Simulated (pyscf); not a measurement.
`[NH2][BH][Cl]` + `[BH2][Cl]` -> `[NH3]` + `[BH2][B]([Cl])[Cl]` (multi-bond step; singlet surface; B–N, B–H, B–Cl broken, H–N, B–Cl, B–B formed). Structures and frequencies: ωB97X-D3(BJ)/def2-SVP in PySCF. Energies in kJ/mol from the separated reactants.

```csv
level,barrier,reaction energy
ωB97X-D3(BJ)/def2-TZVP,___,+153.0
r²SCAN/def2-TZVP,186.2,+155.7
B3LYP-D3(BJ)/def2-TZVP,219.2,+158.5
PBE0-D3(BJ)/def2-TZVP,___,___
M06-2X/def2-TZVP,212.6,+166.0
HF/def2-TZVP,344.1,+166.9
```

Some entries are withheld; supply them.


- ωB97X-D3(BJ)/def2-TZVP, barrier: 204.6
- PBE0-D3(BJ)/def2-TZVP, barrier: 178.1
- PBE0-D3(BJ)/def2-TZVP, reaction energy: +154.0

The functionals in the table span 41.1 kJ/mol in this barrier, from PBE0-D3(BJ) to B3LYP-D3(BJ). On the product side the descent ends in an adduct with a B–N contact, 107.9 kJ/mol under the separated species and 159.4 kJ/mol under the saddle at ωB97X-D3(BJ)/def2-TZVP. What is counted as broken (B–N) persists as a longer contact in the product adduct; parting that adduct is a step of its own. This saddle turned up in a search for another step; its sides and bond changes are read from the two ends of the descent. One saddle was located; it need not be the lowest between these sides.
